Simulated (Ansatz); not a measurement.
## Chromium, bcc: convergence with the k-point mesh

Computed with Ansatz, PBE, scalar-relativistic PAW, on the relaxed cell (a = 2.848 Å; non-magnetic). Errors count from a run at 420 eV on a Γ-centred 25×25×25 mesh with Fermi-Dirac smearing of 0.05 eV, extrapolated to zero width. Fixed here: cutoff 420 eV, Fermi-Dirac width 0.05 eV.

```csv
k-mesh,E(σ→0) error (meV/atom),P (GPa),SCF iterations
2×2×2,882.5,7.15,14
4×4×4,36.5,-1.06,14
5×5×5,8.1,0.27,16
7×7×7,23.4,-0.11,16
9×9×9,-10.0,0.00,14
12×12×12,-4.6,-0.36,15
16×16×16,-3.2,0.06,14
22×22×22,0.3,0.07,14
```

Within 5 meV/atom of the last row: from 12×12×12 on.
